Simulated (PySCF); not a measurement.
C4H4S, SMILES c1ccsc1 (connectivity only; charge and spin as stated), charge +1, multiplicity 2.

The structure is a stationary point at B3LYP-D3(BJ)/def2-SVP. The multiplicity is an assumed one; other spin states were not compared.

Computed with B3LYP-D3(BJ)/def2-SVP in PySCF 2.14.0.

Frequencies are harmonic and unscaled.

| mode | ν (cm⁻¹) | IR (km/mol) | moving atoms (share of kinetic energy) |
|---|---|---|---|
| 1 | 368 | 3.0 | C 53 %, H 31 %, S 16 % |
| 2 | 470 | 0.0 | C 62 %, H 38 % |
| 3 | 498 | 8.9 | C 66 %, S 29 % |
| 4 | 620 | 1.4 | S 51 %, C 44 % |
| 5 | 712 | 80.4 | H 85 %, C 14 % |
| 6 | 817 | 0.0 | H 71 %, C 29 % |
| 7 | 843 | 9.1 | C 82 %, H 13 % |
| 8 | 855 | 29.0 | C 70 %, H 20 %, S 10 % |
| 9 | 881 | 1.1 | H 69 %, C 31 % |
| 10 | 983 | 0.0 | H 69 %, C 31 % |
| 11 | 1002 | 12.9 | H 57 %, C 43 % |
| 12 | 1070 | 14.9 | H 56 %, C 43 % |
| 13 | 1117 | 0.3 | H 84 %, C 16 % |
| 14 | 1236 | 4.2 | H 70 %, C 30 % |
| 15 | 1354 | 3.3 | C 65 %, H 34 % |
| 16 | 1364 | 96.2 | H 52 %, C 47 % |
| 17 | 1530 | 38.3 | C 86 %, H 14 % |
| 18 | 3220 | 23.0 | H 92 %, C 8 % |
| 19 | 3225 | 15.3 | H 91 %, C 9 % |
| 20 | 3231 | 55.7 | H 91 %, C 9 % |
| 21 | 3241 | 24.5 | H 90 %, C 10 % |
